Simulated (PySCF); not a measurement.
Run record for `S=C=CCl`: BLYP/6-311G**, grid level 4, level shift 0.2 Eh, full TDDFT, 12 singlets.

Method: TDDFT BLYP/6-311G**, vertical, gas phase, core orbitals frozen in the response (PySCF 2.14.0, density-fitted response routines). Geometry: GFN2-xTB. The input is one job of a driver script: a line of settings, then coordinates in Å.

Command:
```bash
OMP_NUM_THREADS=1 python probes_run.py task.json out
```

Input:
```
{"job": {"kind": "uv", "xc": "BLYP", "basis": "6-311G**", "nstates": 12, "ntriplets": 2, "tda": false, "scf": {"level_shift": 0.2}, "grid": 4}, "charge": 0, "multiplicity": 1}
S      2.315815    -0.261407    -0.008920
C      0.781795    -0.012723    -0.002453
C     -0.500112     0.199816    -0.001205
Cl    -1.650741    -1.106762    -0.013449
H     -0.938134     1.183927     0.008842
```

Output:
```
final grid: 130304 points
cycle   1  E = -935.1286965238  dE =  4.923e-01  |g| = 3.401e-01  |ddm| = 2.212e+00
cycle   2  E = -935.1082299508  dE =  2.047e-02  |g| = 4.614e-01  |ddm| = 8.240e-01
cycle   3  E = -935.1565592729  dE = -4.833e-02  |g| = 1.152e-01  |ddm| = 2.701e-01
cycle   4  E = -935.1605575165  dE = -3.998e-03  |g| = 2.752e-02  |ddm| = 1.658e-01
cycle   5  E = -935.1608053565  dE = -2.478e-04  |g| = 5.920e-03  |ddm| = 3.035e-02
cycle   6  E = -935.1608119964  dE = -6.640e-06  |g| = 3.954e-03  |ddm| = 8.465e-03
cycle   7  E = -935.1608155805  dE = -3.584e-06  |g| = 1.620e-03  |ddm| = 3.681e-03
cycle   8  E = -935.1608161641  dE = -5.835e-07  |g| = 5.228e-04  |ddm| = 1.408e-03
cycle   9  E = -935.1608162301  dE = -6.608e-08  |g| = 1.809e-04  |ddm| = 6.319e-04
cycle  10  E = -935.1608162414  dE = -1.130e-08  |g| = 4.895e-05  |ddm| = 1.787e-04
cycle  11  E = -935.1608162424  dE = -9.236e-10  |g| = 2.088e-05  |ddm| = 5.076e-05
level shift removed, Fock matrix diagonalised once more
converged SCF energy = -935.1608162424

Static polarisability (au): isotropic 49.494, principal 21.219 33.271 93.992

Singlet excitations
state   eV       nm        f      main configurations
  1   1.8371    674.9   0.00000   H->L 1.00
  2   4.1250    300.6   0.00370   H-1->L 0.99
  3   4.4257    280.1   0.00020   H-2->L 1.00
  4   5.3002    233.9   0.00726   H->L+1 0.50, H-3->L 0.45
  5   5.6993    217.5   0.00011   H->L+2 0.99
  6   5.9260    209.2   0.00014   H-4->L 1.00
  7   6.6918    185.3   0.00131   H->L+3 0.99
  8   6.7500    183.7   0.89240   H-3->L 0.39, H->L+1 0.38, H-2->L+1 0.15
  9   6.9879    177.4   0.00002   H-1->L+1 1.00
 10   7.2319    171.4   0.00059   H->L+4 0.99
 11   7.6655    161.7   0.00000   H-3->L+1 0.99
 12   7.7586    159.8   0.30417   H-2->L+1 0.42, H-5->L 0.35

Triplet excitations (Tamm-Dancoff, eV): 1.4766 3.7873
```

H and L stand for HOMO and LUMO; the number after each pair is its weight.

Task: Give S1 in cm⁻¹ and kJ/mol.

Result: 1.8371 eV × 8065.54 = 14817 cm⁻¹; × 96.485 = 177.3 kJ/mol.

Task: How does the lowest singlet excitation compare with the HOMO–LUMO gap?

Result: HOMO -5.44 eV and LUMO -3.75 eV give a gap of 1.69 eV; S1 at 1.84 eV lies 0.15 eV above it.

In short: SCF converged in 11 cycles with 94 basis and 468 fitting functions; HOMO -5.44 eV, LUMO -3.75 eV; lowest singlet 1.84 eV; lowest triplet 1.48 eV (Tamm–Dancoff); mean polarisability 49.5 au.

All basis functions are spherical, in the Pople sets too.

Task: How long does this job take on one thread, AMD EPYC 9R45 (x86_64), no GPU, shared host with 96 logical CPUs at a one-minute load of 32? And the peak memory of the process?

Result: About 4.7 s, with 0.46 GiB resident at the peak, the Python interpreter and its libraries included.
